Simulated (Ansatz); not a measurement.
Results of G0W0@PBEsol (Ansatz, a quantum-chemistry and plane-wave program, plane waves, hard PAW, contour deformation) for 1T (CdI2-type) SnS2.

The same calculation (at the measured cell, 22.465 Å³/atom) with different numerical settings; throughout: k mesh 3×3×2:

```
run  response cutoff (eV)  empty bands  quasiparticle gap on the mesh (eV)  quasiparticle gap at Γ (eV)   rough time
---  --------------------  -----------  ----------------------------------  ---------------------------  -----------
1                     100          281                               2.598                        2.677    40 core-s
2                     150          517                               2.626                        2.685   100 core-s
3                     200          795                               2.637                        2.686   8 core-min
4                     250         1111                               2.641                        2.685  10 core-min
5                     300         1461                               2.645                        2.688  20 core-min
```

In the column quasiparticle gap on the mesh (eV) the first row differs from the last by -0.047 and the next to last by -0.004.

The last row is no converged limit: other settings stay fixed.

Spin–orbit coupling is not included.

Note: filled d or f shells below the valence bands can shift G0W0 gaps through exchange with them, which wasn't tested here.
